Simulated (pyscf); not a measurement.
H₂Si=PH (SMILES [SiH2]=P) + H₂O (SMILES O) → HO–PH–SiH₃ (SMILES OP[SiH3]), an addition across a multiple bond or ene-type step (singlet surface; H–O broken, O–P, H–Si formed). Structures and frequencies: ωB97X-D3(BJ)/def2-SVP in PySCF. Correlated levels are frozen-core, on RHF or UHF. ΔMP2 is the change of the MP2 total energy from the triple- to the quadruple-zeta basis. Energies in kcal/mol from the separated reactants.

Small-basis levels: PySCF, no dispersion term, spherical d functions. AM1 to PM7: differences of heats of formation from MOPAC. Cost: rough CPU time at the saddle relative to B3LYP/6-31G*, from one job on a shared machine.

```tsv
level	barrier	reaction energy	cost
HF/6-31G*	37.1	-33.0	0.10
MP2/6-31G*	29.0	-26.9	0.1
B3LYP/STO-3G	-10.5	-65.8	0.6
B3LYP/3-21G	3.6	-27.9	0.6
PBE/def2-SVP	[?]	-26.0	1
PM6	[?]	-3.6	under 0.02
PM7	63.8	+7.2	under 0.02
CCSD(T)/def2-TZVPP + ΔMP2(QZVPP)	[?]	-24.6	–
```

### Question
Some entries are withheld; supply them.

### Answer

- PBE/def2-SVP, barrier: 16.8
- PM6, barrier: 48.3
- CCSD(T)/def2-TZVPP + ΔMP2(QZVPP), barrier: 31.6

Against the last row the barrier runs from -42.1 (B3LYP/STO-3G) to +32.2 kcal/mol (PM7); MP2/6-31G* happens to lie closest here (2.6 kcal/mol apart). At B3LYP/STO-3G this geometry lies under one side, so the entry may be no barrier of that level: it is a single point on another level's saddle. CCSD(T)/def2-TZVPP + ΔMP2(QZVPP) has limits of its own. The reactants may also form a dative adduct at H₂Si=PH; it and routes through it were not searched. HO–PH–SiH₃ lies 27.2 kcal/mol over its isomer HO–SiH₂–PH₂ (electronic energy, ωB97M-D3(BJ)). One saddle was located; it need not be the lowest between these sides. The CCSD(T) − MP2 part came from Ansatz, without density fitting, on the same reference.
